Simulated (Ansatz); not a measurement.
# How the elastic constant C33 of trigonal Se moves with the method

No measured value is used here.

| level (code) | value (GPa) | cell (Å³/atom) |
|---|---|---|
| LDA (Ansatz) | 73.4 | 27.26 |
| PBE (Ansatz) | 70.2 | 29.85 |
| PBEsol (Ansatz) | 103 | 24.11 |
| r²SCAN (Ansatz) | 80.1 | 29.26 |
| HSE06 (Ansatz) | 71.1 | 33.34 |

PBE, PBEsol, r²SCAN, HSE06: the cell comes from a level without a dispersion term, which matters for the spacing of layers, chains or molecules. Values are at the level's own relaxed cell; LDA at the measured cell. Cutoffs and k meshes differ between the levels. Ansatz's density-functional and Hartree–Fock values are scalar-relativistic unless marked +SOC, with PAW data made under PBE.

Ansatz is a quantum-chemistry and plane-wave program.
